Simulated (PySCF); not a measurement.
Nitrogen: a sound run and one with changed settings

Sound run: N [He] 2s2 2p3, N⁺ [He] 2s2 2p2. Computed with PySCF 2.14 in cc-pVDZ, with the non-relativistic Hamiltonian (point nucleus). The sound run starts from symmetry-adapted Hartree-Fock orbitals and uses a fine grid where one is needed.

A second run was set up differently.

```
species  method  sound run (hartree)  changed run (hartree)  converged
      N     UHF            -54.39111              -54.39111        yes
      N    PBE0            -54.53075              -54.74477        yes
      N    BP86            -54.57800              -54.88486        yes
     N⁺     UHF            -53.88047              -53.88047        yes
     N⁺    PBE0            -53.99268              -54.26544        yes
     N⁺    BP86            -54.03890              -54.42114        yes
```

Ionisation energy of N:

```tsv
method	sound run (eV)	changed run (eV)
UHF	13.895	13.895
PBE0	14.642	13.043
BP86	14.670	12.618
```

Q: What was changed?
A. level shift left on
B. minimal basis
C. radial grid too coarse
D. basis contracted for another Hamiltonian

A: C. It used radial step 1.2 in ln r (0.13 in the sound run). A coarse radial grid mis-integrates the density and the exchange-correlation energy, with errors of either sign; Hartree-Fock needs no grid.
